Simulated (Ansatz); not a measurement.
Steps of a relaxation of ClFHSi, SMILES `F[SiH]Cl` radical with UKS PBE0-D4/def2-TZVP.

```sh
$ ansatz run in.yaml --threads 2 --pin off --events-out ev --progress --plain --max-ram 22528MiB --backend cpu
```

```yaml
crystal:
  periodic: [false, false, false]
  atoms:
    - {symbol: F, position_ang: [-0.992950, -0.342310, 1.062500]}
    - {symbol: Si, position_ang: [-0.204890, -0.223210, -0.347440]}
    - {symbol: Cl, position_ang: [1.732630, -0.546640, 0.075470]}
    - {symbol: H, position_ang: [-0.534790, 1.112160, -0.790530]}
basis:
  gaussian: {orbitals: def2-TZVP}
magnetization: {spin_polarized: true, initial_magnetization: 1}
hamiltonian: {xc: pbe0, dispersion: d4}
relax: {f_tol: 0.005, max_steps: 150}
```

Positions (Å) and forces (eV/Å) along the path, 6 of 6 steps:

```xyz
4
step=1 energy=-23126.8663 eV
F    -0.993   -0.342    1.062    0.221   -0.069   -0.548
Si   -0.205   -0.223   -0.347   -0.972   -0.837    0.941
Cl    1.733   -0.547    0.075    0.645    0.066   -0.010
H    -0.535    1.112   -0.791    0.106    0.840   -0.382
4
step=2 energy=-23126.9280 eV
F    -1.030   -0.354    1.081    0.231   -0.069   -0.444
Si   -0.245   -0.260   -0.325   -0.253   -0.072    0.638
Cl    1.748   -0.508    0.044    0.018   -0.019   -0.029
H    -0.473    1.122   -0.800    0.004    0.161   -0.166
4
step=3 energy=-23126.9353 eV
F    -1.038   -0.372    1.086    0.154    0.034   -0.181
Si   -0.246   -0.249   -0.302   -0.113   -0.018    0.114
Cl    1.755   -0.513    0.039   -0.077    0.034    0.018
H    -0.471    1.133   -0.823    0.036   -0.049    0.048
4
step=4 energy=-23126.9371 eV
F    -1.028   -0.371    1.083    0.003   -0.002   -0.009
Si   -0.253   -0.254   -0.306    0.003    0.043    0.001
Cl    1.746   -0.507    0.042   -0.002   -0.007    0.000
H    -0.465    1.132   -0.819   -0.004   -0.034    0.008
4
step=5 energy=-23126.9372 eV
F    -1.028   -0.370    1.083    0.000   -0.001   -0.001
Si   -0.252   -0.253   -0.306   -0.005    0.007    0.001
Cl    1.746   -0.508    0.043    0.003    0.000    0.000
H    -0.467    1.131   -0.819    0.002   -0.005    0.001
4
step=6 energy=-23126.9372 eV
F    -1.028   -0.370    1.083    0.000    0.000    0.000
Si   -0.252   -0.252   -0.306   -0.001    0.002    0.000
Cl    1.746   -0.508    0.042    0.000    0.000    0.000
H    -0.466    1.131   -0.819    0.001   -0.001    0.000
```

Run time 11 s (2 threads of an AMD EPYC 7R13 on a shared host); peak host memory 0.34 GiB.
